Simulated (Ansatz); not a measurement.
# CH6B radical: functionals against CCSD(T) at one geometry

The atoms stand at a displaced guess of a reacting structure. How far do the functionals agree with CCSD(T) there?

Program: Ansatz 0.2.0, Gaussian basis. Level of theory: single points in def2-TZVPP. These are calculated values, not measurements.

Correlated methods freeze the cores. Orbitals are unrestricted.

**1. Where the work starts**

8 atoms, charge 0, spin multiplicity 2.

Atoms are counted from 1 here; the program's logs count them from 0.

Bond lengths: B2–H4 1.156 Å, B2–H5 1.163 Å, C3–H6 1.085 Å, C3–H7 1.067 Å, C3–H8 1.047 Å. Angles: H4–B2–H5 124.6°, H6–C3–H7 111.6°, H6–C3–H8 113.7°, H7–C3–H8 115.1°.

As a file:

```xyz
8

H     0.1760    0.0611   -0.3190
B     1.6038    0.2301    0.1869
C    -1.2062   -0.1654   -0.2976
H     1.8006    1.2488    0.6959
H     2.1112   -0.7704    0.4935
H    -1.4304   -0.4431    0.7271
H    -1.6479    0.7715   -0.5558
H    -1.3673   -0.9370   -0.9873
```

**2. CCSD(T)/def2-TZVPP**

Input file run/in.yaml:

```yaml
crystal:
  periodic: [false, false, false]
  atoms:
    - {symbol: H, position_ang: [0.176000, 0.061100, -0.319000]}
    - {symbol: B, position_ang: [1.603800, 0.230100, 0.186900]}
    - {symbol: C, position_ang: [-1.206200, -0.165400, -0.297600]}
    - {symbol: H, position_ang: [1.800600, 1.248800, 0.695900]}
    - {symbol: H, position_ang: [2.111200, -0.770400, 0.493500]}
    - {symbol: H, position_ang: [-1.430400, -0.443100, 0.727100]}
    - {symbol: H, position_ang: [-1.647900, 0.771500, -0.555800]}
    - {symbol: H, position_ang: [-1.367300, -0.937000, -0.987300]}
basis:
  gaussian: {orbitals: def2-TZVPP}
magnetization: {spin_polarized: true, initial_magnetization: 1}
correlation: {method: ccsd_t}
scf: {omitted_lower_state_checks: [cluster_reference]}
output: {forces: true}
```

The command line of these runs was not kept.

Output (excerpt; [...] marks lines left out):

```text
Functional definition: HF
  name "HF"
  cite "Fock, Z. Phys. 61, 126 (1930) doi:10.1007/BF01340294"
  parent pbe
[...]
824 factors; integrals over basis functions are off by at most 1.2e-3 eV
[...]
mean field -1794.02746265 eV, -65.9292932170 hartree, gradient 2.0e-6 eV, S^2 0.801974; 4 other end points of the search recorded, 0 dependent functions left out
2 core orbitals not correlated: weight in the atoms' cores, before any rotation towards them, 1.000 or more for the frozen orbitals, at most 0.000 for the correlated occupied ones
reference -1794.02746265 eV, -65.9292932170 hartree; 7, 6 occupied and 137, 138 virtual orbitals, 824 factors
second order -7.94655522 eV of doubles, -0.00000000 eV of singles
cycle   1  -8.69793843 eV  change   -7.5e-1 eV  update   7.0e-2
[...]
cycle  17  -9.06503860 eV  change    2.3e-7 eV  update   3.9e-7
perturbative correction -0.28977258 eV, -0.0106489458 hartree
[...]
Total energy: -1803.38227383 eV, -66.2730761869 hartree
Atom 0 at     0.176000     0.061100    -0.319000 Å, force    -1.586060    -0.221472    -0.317440 eV/Å
Atom 1 at     1.603800     0.230100     0.186900 Å, force    -0.629221    -0.222321    -0.616399 eV/Å
Atom 2 at    -1.206200    -0.165400    -0.297600 Å, force     2.346332     0.845478     1.572218 eV/Å
Atom 3 at     1.800600     1.248800     0.695900 Å, force     0.019122     0.846940     0.413010 eV/Å
Atom 4 at     2.111200    -0.770400     0.493500 Å, force     0.195923    -0.688691     0.182147 eV/Å
Atom 5 at    -1.430400    -0.443100     0.727100 Å, force    -0.071892    -0.108948     0.032928 eV/Å
Atom 6 at    -1.647900     0.771500    -0.555800 Å, force    -0.159246     0.599704    -0.277692 eV/Å
Atom 7 at    -1.367300    -0.937000    -0.987300 Å, force    -0.114958    -1.050691    -0.988772 eV/Å
Dipole moment:    -0.160606    -0.024454     0.005269 e Å
Checks for a lower state left out: cluster_reference
```

Wall time 77 s (4 threads, shared host); peak memory 3.9 GiB.

**3. PBE0-D4/def2-TZVPP**

Changes to run/in.yaml since step 2:

```diff
@@ -14,4 +14,3 @@
 magnetization: {spin_polarized: true, initial_magnetization: 1}
-correlation: {method: ccsd_t}
-scf: {omitted_lower_state_checks: [cluster_reference]}
-output: {forces: true}
+hamiltonian: {xc: pbe0, dispersion: d4}
+output: {forces: true, orbitals: {seedname: orbitals}}
```

The log in run was not kept; the run's report gives a total energy of -1805.485382 eV.

It took 1.2 s on 4 threads, shared host; peak memory 0.22 GiB.

**4. wB97M-V/def2-TZVPP**

Changes to run/in.yaml since step 3:

```diff
@@ -14,3 +14,3 @@
 magnetization: {spin_polarized: true, initial_magnetization: 1}
-hamiltonian: {xc: pbe0, dispersion: d4}
-output: {forces: true, orbitals: {seedname: orbitals}}
+hamiltonian: {xc: {name: wB97M-V}}
+output: {forces: true}
```

Output (excerpt; [...] marks lines left out):

```text
Functional definition: wB97M-V
  name "wB97M-V"
  cite "Mardirossian & Head-Gordon, J. Chem. Phys. 144, 214110 (2016) doi:10.1063/1.4952647"
  cite "Becke, J. Chem. Phys. 107, 8554 (1997) doi:10.1063/1.475007"
  cite "Vydrov & Van Voorhis, J. Chem. Phys. 133, 244103 (2010) doi:10.1063/1.3521275"
  # Of w^i u^j: cxij and so on, Table III.
[...]
  gx(w, u) = 1 - cx + cx01*u + cx10*w
  gss(w, u) = css00 + css04*u^4 + css10*w + css20*w^2 + css43*w^4*u^3
  gos(w, u) = cos00 + cos10*w + (cos20 + cos21*u)*w^2 + (cos60 + cos61*u)*w^6
[...]
      + integral(e_c_pw_mod_opposite_spin*gos(b97_w_opposite, b97_u_opposite)) + vv10(b, c)
703 factors; their error is unknown
211 factors; integrals over basis functions are off by at most 1.9e-5 eV
[...]
mean field -1806.21207022 eV, -66.3770692860 hartree, gradient 3.8e-5 eV, S^2 0.757954; 2 other end points of the search recorded, 0 dependent functions left out
[...]
reference -1806.21212009 eV, -66.3770711187 hartree; 9, 8 occupied and 137, 138 virtual orbitals, 703 factors
Total energy: -1806.21212009 eV, -66.3770711187 hartree
Atom 0 at     0.176000     0.061100    -0.319000 Å, force    -1.495084    -0.210213    -0.289683 eV/Å
Atom 1 at     1.603800     0.230100     0.186900 Å, force    -0.679810    -0.243161    -0.458053 eV/Å
Atom 2 at    -1.206200    -0.165400    -0.297600 Å, force     2.283061     0.834774     1.539562 eV/Å
Atom 3 at     1.800600     1.248800     0.695900 Å, force     0.033427     0.740088     0.321804 eV/Å
Atom 4 at     2.111200    -0.770400     0.493500 Å, force     0.176264    -0.569644     0.115409 eV/Å
Atom 5 at    -1.430400    -0.443100     0.727100 Å, force    -0.057526    -0.085926    -0.045566 eV/Å
Atom 6 at    -1.647900     0.771500    -0.555800 Å, force    -0.140723     0.522074    -0.254277 eV/Å
Atom 7 at    -1.367300    -0.937000    -0.987300 Å, force    -0.119609    -0.987993    -0.929196 eV/Å
Dipole moment:    -0.146918    -0.022165     0.005002 e Å
```

Run time: 3.5 s. Hardware: 4 threads, shared host; peak memory 0.34 GiB.

**5. r2SCAN-D4/def2-TZVPP**

Changes to run/in.yaml since step 4:

```diff
@@ -14,3 +14,3 @@
 magnetization: {spin_polarized: true, initial_magnetization: 1}
-hamiltonian: {xc: {name: wB97M-V}}
+hamiltonian: {xc: r2scan, dispersion: d4}
 output: {forces: true}
```

The log in run was not kept; the run's report gives a total energy of -1806.824083 eV.

It took 2 s on 4 threads, shared host; peak memory 0.18 GiB.

**6. PBE-D4/def2-TZVPP**

Changes to run/in.yaml since step 5:

```diff
@@ -14,3 +14,3 @@
 magnetization: {spin_polarized: true, initial_magnetization: 1}
-hamiltonian: {xc: r2scan, dispersion: d4}
+hamiltonian: {xc: pbe, dispersion: d4}
 output: {forces: true}
```

The log in run was not kept; the run's report gives a total energy of -1805.060425 eV.

Wall time 0.95 s (4 threads, shared host); peak memory 0.14 GiB.

**7. HSE06-D4/def2-TZVPP**

Changes to run/in.yaml since step 6:

```diff
@@ -14,3 +14,3 @@
 magnetization: {spin_polarized: true, initial_magnetization: 1}
-hamiltonian: {xc: pbe, dispersion: d4}
+hamiltonian: {xc: hse06, dispersion: d4}
 output: {forces: true}
```

The log in run was not kept; the run's report gives a total energy of -1805.341854 eV.

It took 1.4 s on 4 threads, shared host; peak memory 0.23 GiB.

**8. SPW92/def2-TZVPP**

Changes to run/in.yaml since step 7:

```diff
@@ -14,3 +14,3 @@
 magnetization: {spin_polarized: true, initial_magnetization: 1}
-hamiltonian: {xc: hse06, dispersion: d4}
+hamiltonian: {xc: lda}
 output: {forces: true}
```

The log in run was not kept; the run's report gives a total energy of -1788.239488 eV.

Wall time 0.6 s (4 threads, shared host); peak memory 0.13 GiB.

**9. Comparison**

```
   method  RMS force component (eV/Å)  RMS error against CCSD(T) (eV/Å)  angle to CCSD(T) forces (°)  dipole (D)
  CCSD(T)                       0.821                         reference                    reference        0.78
  PBE0-D4                       0.805                             0.050                          3.3        0.85
  wB97M-V                       0.780                             0.065                          3.7        0.71
r2SCAN-D4                       0.780                             0.078                          4.7        1.04
   PBE-D4                       0.824                             0.142                          9.9        1.05
 HSE06-D4                       0.804                             0.053                          3.5        0.86
    SPW92                       0.872                             0.185                         12.1        1.00
```

Energy less the free neutral atoms in their ground states at the same level (atoms from separate runs):

```csv
method,rung,energy less atoms (eV),from CCSD(T) (eV)
SPW92,LDA,-27.973,-3.611
PBE-D4,GGA,-25.334,-0.972
r2SCAN-D4,meta-GGA,-25.316,-0.954
PBE0-D4,hybrid,-25.048,-0.686
HSE06-D4,screened hybrid,-25.069,-0.707
wB97M-V,range-separated hybrid,-24.936,-0.574
Hartree-Fock,wavefunction,-19.201,+5.161
MP2,wavefunction,-24.165,+0.197
CCSD,wavefunction,-24.163,+0.199
CCSD(T),wavefunction,-24.362,0
```

Cost and force error (times from a shared host):

| method | time | RMS force error (eV/Å) |
| --- | --- | --- |
| CCSD(T) | 77 s | 0 |
| PBE0-D4 | 1.2 s | 0.050 |
| wB97M-V | 3.5 s | 0.065 |
| r2SCAN-D4 | 2 s | 0.078 |
| PBE-D4 | 0.95 s | 0.142 |
| HSE06-D4 | 1.4 s | 0.053 |
| SPW92 | 0.6 s | 0.185 |

**10. Results**

| quantity | value |
| --- | --- |
| energy less free atoms, CCSD(T)/def2-TZVPP | -24.362 eV |
| RMS force component | 0.780 to 0.872 eV/Å over the methods |
| RMS force error | PBE0-D4 0.050, wB97M-V 0.065, r2SCAN-D4 0.078, PBE-D4 0.142, HSE06-D4 0.053, SPW92 0.185 eV/Å |
| HOMO and LUMO, PBE0-D4 | -5.38 and -2.01 eV |
| T1 diagnostic | 0.020 |

**Reading.** Against CCSD(T) the functionals' energies less atoms differ by -3.611 to -0.574 eV, PBE-D4 by -0.972 eV. The reference is not at the basis limit: in triple zeta CCSD(T) underbinds, which counts against methods that bind more; the gaps are no ranking. The forces of PBE0-D4 come nearest to CCSD(T), those of SPW92 are farthest. Frozen-core CCSD(T) forces in triple zeta carry basis errors of their own, and this is one geometry, so small gaps rank nothing.
